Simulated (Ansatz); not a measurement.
Reaction (formal loss of a carbene): `C[BH][AlH2]` → `[BH2][AlH2]` + `[CH2]` (triplet)

Gas-phase electronic energies from Ansatz, PBE0-D4/def2-TZVP geometries. CCSD(T)/CBS adds triple-zeta CCSD(T) − MP2 to the extrapolated MP2 energy (def2 sets, frozen cores). This one scheme is used for every species. Functionals use def2-TZVPP. Triplets are unrestricted, without spin–orbit coupling.

```csv
level,ΔE (kJ/mol),difference from CCSD(T)/CBS
LDA (SPW92),562.7,83.1
PBE-D4,492.8,13.2
revPBE-D4,476.7,-2.9
BLYP-D4,474.9,-4.7
BHLYP-D4,460.5,-19.1
revPBE,462.1,-17.5
r2SCAN0,456.3,-23.3
BHLYP,454.6,-25.0
RPA@PBE/def2-TZVPP,456.7,-22.9
HF/def2-SVP,334.6,-145.0
MP2/def2-SVP,470.5,-9.1
SCS-MP2/def2-TZVPP,478.6,-1.0
CCSD/def2-TZVPP,455.3,-24.3
CCSD(T)/def2-TZVPP,467.1,-12.5
MP2/CBS(def2),493.5,13.9
CCSD/CBS(def2),467.8,-11.8
CCSD(T)/CBS,479.6,0
```

Largest T1 diagnostic among the species: 0.011.

From r2SCAN to r2SCAN0 (25 % exact exchange), in def2-TZVPP and without D4, ΔE moves by −5.4 kJ/mol. At CCSD(T), def2-SVP lies −19.9 kJ/mol from the extrapolated value and def2-TZVPP −12.5 kJ/mol.
